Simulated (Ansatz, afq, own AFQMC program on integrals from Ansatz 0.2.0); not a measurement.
AFQMC on a folder of integrals that Ansatz 0.2.0 wrote.

```yaml
crystal:
  periodic: [false, false, false]
  atoms:
    - {symbol: B, position_ang: [0.000000, 0.050359, 0.739783]}
    - {symbol: C, position_ang: [0.000000, -0.101482, -0.748988]}
    - {symbol: H, position_ang: [0.000000, 1.148901, 1.227395]}
    - {symbol: H, position_ang: [0.000000, -0.908685, 1.455152]}
    - {symbol: H, position_ang: [0.000000, 0.428910, -1.692336]}
basis:
  gaussian: {orbitals: cc-pVDZ}
magnetization: {spin_polarized: true, initial_magnetization: 2}
correlation: {method: ccsd_t, electrons: outside_noble_gas, hamiltonian_folder: ham}
```

```sh
$ ansatz run in.yaml --threads 1 --pin off --events-out ev --progress --plain --max-ram 1382MiB
```

Options of the walk:

```
--method free --trial cisd --walkers 60 --time-step 0.03 --max-blocks 80 --target-error 0.00038 --factor-cut 1e-05 --seed 260 --times 0,0.21,0.42,0.81,1.2,1.8,2.4,3 --taylor-order 8
```

Times are imaginary, in 1/Eh. The walk had a cap of 1573 s.

afq prints:

```
orbitals 41  electrons 6 4  factors 322 of 394
reference energy -64.19744440 Eh
CCSD correlation -0.20311167 Eh in 10 cycles, weight of the determinant in the CISD state 0.9060
repeat  energy at the last time / Eh  error
    10  -64.407198  0.000997
    20  -64.406824  0.000562
    30  -64.407052  0.000444
    40  -64.406941  0.000389
    50  -64.406709  0.000325
time / (1/Eh)  energy / Eh  error  mean overlap
  0.00  -64.400500  0.000096  1.1032
  0.21  -64.403078  0.000167  1.1065
  0.42  -64.404257  0.000173  1.1029
  0.81  -64.405880  0.000210  1.0828
  1.20  -64.406020  0.000228  1.0872
  1.80  -64.406008  0.000319  1.0800
  2.40  -64.406054  0.000286  1.0808
  3.00  -64.406898  0.000374  1.0393
energy -64.406898 +/- 0.000374 Eh
```

The run passed its tests (error under three times the target), which doesn't prove that it has relaxed.

Against this walk (error 10.2 meV) on the same determinant: CCSD(T) 51.3 meV higher, CCSDT(Q) 21.6 meV higher. The error is statistical, and a free projection of finite length keeps a remainder of its start. The last points still move (meV from the last: 28 ± 6 at 0.81, 24 ± 6 at 1.20, 24 ± 9 at 1.80, 23 ± 8 at 2.40, 0 ± 10 at 3.00), but the last one has reached CCSDT(Q) within the noise or passed it, so little can be left to fall.

Cautions: remainder of the start not in the error; lower spins were not checked.

The walk took 7.3 min on 1 thread of AMD EPYC (Zen 3), on a shared host. The log's last line is the free-projection energy.

CCSDT and higher add their correlation energy to the determinant of the CCSD(T) run, since their own runs factorise the integrals more tightly (a shift of under 2 meV). A walk keeps the symmetry of its determinant, which the program's search chose and which needn't be the lowest solution, so a lower state of the same spin and another symmetry isn't excluded.
